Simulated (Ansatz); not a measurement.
# CCSDT/6-31G(d) (spherical functions) run of [PH2]− (SMILES [PH2-])

Aim: the energy change on altering one bond length of [PH2]− at CCSDT/6-31G* (spherical functions), from 2 runs. 

The calculation is run with Ansatz 0.2.0.

2 further runs of the same task are left out: 2 that didn't finish.

**1. The system as given**

[PH2]− has 3 atoms, charge -1, and is taken as a singlet. As SMILES, `[PH2-]`. Geometry: relaxed at GFN2-xTB.

Bond lengths: P1–H2 1.345 Å, P1–H3 1.345 Å. Angles: H2–P1–H3 91.0°.

**2. The energy at CCSDT/6-31G(d) (spherical functions)**

Input file run.yaml:

```yaml
crystal:
  periodic: [false, false, false]
  atoms:
    - {symbol: P, position_ang: [0.498920, -0.293580, 0.245050]}
    - {symbol: H, position_ang: [0.105590, 0.990220, 0.165130]}
    - {symbol: H, position_ang: [-0.604500, -0.696650, -0.410180]}
basis:
  gaussian:
    orbitals: 6-31G_st_-spherical.json
correlation:
  method: ccsdt
  frozen_orbitals: {H: 0, P: 5}
total_charge: -1
accuracy: high
scf:
  omitted_lower_state_checks: [cluster_reference, increment]
```

The basis set 6-31G* is read from a file made from the Basis Set Exchange's data (not shown).

Launch:

```console
$ ansatz run run.yaml --threads 1 --pin off --max-ram 2610MiB --events-out events.jsonl --progress --plain --runs-dir runs
```

Output (excerpt; [...] marks lines left out):

```text
Warning: RAYON_NUM_THREADS=1 ignored (pool sized by the plan → 1); use --threads N
Functional definition: HF
  name "HF"
[...]
381 factors; integrals over basis functions are off by at most 3.4e-9 eV
[...]
mean field -9301.64988935 eV, -341.8293285489 hartree, gradient 8.8e-9 eV, S^2 0.000000; 0 other end points of the search recorded, 0 dependent functions left out
5 core orbitals not correlated: weight in the atoms' cores, before any rotation towards them, 1.000 or more for the frozen orbitals, at most 0.000 for the correlated occupied ones
reference -9301.64988935 eV, -341.8293285489 hartree; 4, 4 occupied and 13, 13 virtual orbitals, 381 factors
second order -2.77633611 eV of doubles, -0.00000000 eV of singles
cycle   1  -3.21172146 eV  change   -4.4e-1 eV  update   5.5e-2
[...]
cycle  19  -3.45157217 eV  change  -9.5e-11 eV  update  4.9e-10
Total energy: -9305.10146152 eV, -341.9561714866 hartree
Checks for a lower state left out: cluster_reference, increment
```

Wall time 0.54 s (1 thread of Arm Neoverse V1, shared host).

**3. The distorted shape, same level**

Input file run.yaml:

```yaml
crystal:
  periodic: [false, false, false]
  atoms:
    - {symbol: P, position_ang: [0.597238, -0.614483, 0.265027]}
    - {symbol: H, position_ang: [0.105590, 0.990220, 0.165130]}
    - {symbol: H, position_ang: [-0.506182, -1.017553, -0.390203]}
basis:
  gaussian:
    orbitals: 6-31G_st_-spherical.json
accuracy: high
scf:
  omitted_lower_state_checks: [cluster_reference, increment]
total_charge: -1
correlation:
  method: ccsdt
  frozen_orbitals: {H: 0, P: 5}
```

The basis set 6-31G* is read from a file made from the Basis Set Exchange's data (not shown).

Launch:

```console
$ ansatz run run.yaml --threads 1 --pin off --max-ram 2610MiB --events-out events.jsonl --progress --plain --runs-dir runs
```

Output (excerpt; [...] marks lines left out):

```text
Warning: RAYON_NUM_THREADS=1 ignored (pool sized by the plan → 1); use --threads N
Functional definition: HF
  name "HF"
[...]
382 factors; integrals over basis functions are off by at most 3.4e-9 eV
[...]
mean field -9301.32276871 eV, -341.8173070870 hartree, gradient 1.1e-8 eV, S^2 0.000000; 0 other end points of the search recorded, 0 dependent functions left out
5 core orbitals not correlated: weight in the atoms' cores, before any rotation towards them, 1.000 or more for the frozen orbitals, at most 0.000 for the correlated occupied ones
reference -9301.32276871 eV, -341.8173070870 hartree; 4, 4 occupied and 13, 13 virtual orbitals, 382 factors
second order -2.80588486 eV of doubles, -0.00000000 eV of singles
cycle   1  -3.26755040 eV  change   -4.6e-1 eV  update   6.4e-2
[...]
cycle  21  -3.56528220 eV  change  -7.3e-10 eV  update  4.0e-10
Total energy: -9304.88805090 eV, -341.9483287911 hartree
Checks for a lower state left out: cluster_reference, increment
```

It took 0.56 s on 1 thread of Arm Neoverse V1, shared host.

**4. Results**

Level: CCSDT/6-31G* (spherical functions), 5 core orbitals frozen.

| quantity | value |
| --- | --- |
| first shape: total energy | -341.95617 Eh |
| first shape: correlation energy (5 core orbitals frozen) | -126.8 mEh |
| first shape: T1 diagnostic | 0.009 |
| distorted shape: total energy | -341.94833 Eh |
| distorted shape: correlation energy (5 core orbitals frozen) | -131.0 mEh |
| distorted shape: T1 diagnostic | 0.011 |
| energy change with the P1–H2 bond stretched from 1.345 to 1.681 Å | 0.213 eV |

**Reading.** With the P1–H2 bond stretched from 1.345 to 1.681 Å the energy rises by 0.21 eV (20.6 kJ/mol). The first shape isn't relaxed at this level, so the change isn't measured from a minimum.
